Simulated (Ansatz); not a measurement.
**AlH₄+ (triplet): the correlation ladder at distance Al1–H5 = 3.098 Å, cc-pVDZ**

Aim: climb from Hartree-Fock through coupled cluster and multireference methods for AlH₄+ (triplet) at one geometry and basis, and see what each rung misses.

Method: cc-pVDZ, core rule «outside noble gas», up to 5 orbitals frozen; program: Ansatz 0.2.0, Gaussian basis.

The runs, in order: UHF; CCSD(T) on ROHF; CCSD(T) on UHF; BCCD(T) on ROHF; CISD; CCSDT(Q) on ROHF; CCSDT(Q) on UHF; CASSCF and MRCISD+Q, 4 electrons in 4 orbitals; CASSCF and NEVPT2, 4 electrons in 4 orbitals; Full CI.

21 further runs of the same task are left out: 12 for a known fault of the program, 8 that didn't finish, 1 set aside as unsound or not needed.

**1. What is computed**

The geometry derives from a PBE0/def2-TZVP stationary point (not a proven minimum). One bond is set to the value named and the two fragments are kept rigid.

5 atoms, charge 1, spin multiplicity 3.

Atoms are counted from 1 here; the program's logs count them from 0.

Bond lengths: Al1–H2 1.663 Å, Al1–H3 1.663 Å, Al1–H4 1.663 Å. Angles: H2–Al1–H3 135.7°, H2–Al1–H4 64.5°, H3–Al1–H4 135.7°.

**2. UHF**

File in.yaml:

```yaml
crystal:
  periodic: [false, false, false]
  atoms:
    - {symbol: Al, position_ang: [-0.017761, 0.039424, 0.017439]}
    - {symbol: H, position_ang: [0.603419, 1.449853, 0.643355]}
    - {symbol: H, position_ang: [-0.642715, -1.367992, 0.646373]}
    - {symbol: H, position_ang: [-0.647656, 1.442945, -0.615260]}
    - {symbol: H, position_ang: [1.162405, -2.580153, -1.141280]}
basis:
  gaussian: {orbitals: cc-pVDZ}
total_charge: 1
magnetization: {spin_polarized: true, initial_magnetization: 2}
hamiltonian: {xc: hf}
output: {orbitals: {seedname: orbitals}}
```

Started as:

```console
$ ansatz run in.yaml --threads 1 --pin off --events-out ev --progress --plain --max-ram 2393MiB
```

After this run come: CCSD(T) on ROHF; CCSD(T) on UHF; BCCD(T) on ROHF; CISD; CCSDT(Q) on ROHF; CCSDT(Q) on UHF; CASSCF and MRCISD+Q, 4 electrons in 4 orbitals; CASSCF and NEVPT2, 4 electrons in 4 orbitals; Full CI.

Q: Predict the results of all the runs planned. Wanted: FCI below the RHF energy; RMP2 from FCI; UMP2 from FCI; RCCSD from FCI; RCCSD(T) from FCI; UCCSD(T) from FCI; RCCSDT(Q) from FCI; UCCSDT(Q) from FCI; NEVPT2 pair from FCI.

The runs gave:

| quantity | value |
| --- | --- |
| FCI below the RHF energy | -2.4651 eV |
| RMP2 from FCI | +664.5 meV |
| UMP2 from FCI | +672.3 meV |
| RCCSD from FCI | +55.7 meV |
| RCCSD(T) from FCI | +17.1 meV |
| UCCSD(T) from FCI | +17.0 meV |
| RCCSDT(Q) from FCI | +0.3 meV |
| UCCSDT(Q) from FCI | +0.2 meV |
| NEVPT2 pair from FCI | +553.5 meV |
| MRCISD+Q pair from FCI | -25.9 meV |
| levels within 1 kcal/mol (43 meV) | RCCSD(T), UCCSD(T), BCCD(T), RCCSDT, UCCSDT, RCCSDT(Q), UCCSDT(Q), MRCISD+Q pair |
| T1 diagnostic | 0.025 |
| effectively unpaired electrons | 2.04 |

RCCSD(T) lands +17.1 meV from the yardstick (0.7 % of the correlation energy). MRCISD+Q pair falls below full CI: the +Q correction isn't variational, and the cores differ from full CI's. One determinant dominates. Of the multireference levels listed MRCISD+Q pair comes nearest in total energy (-25.9 meV), which doesn't show that its space is the better one. These misses are within one basis, not against nature; the frozen cores of restricted and unrestricted runs differ, which can shift their rows.
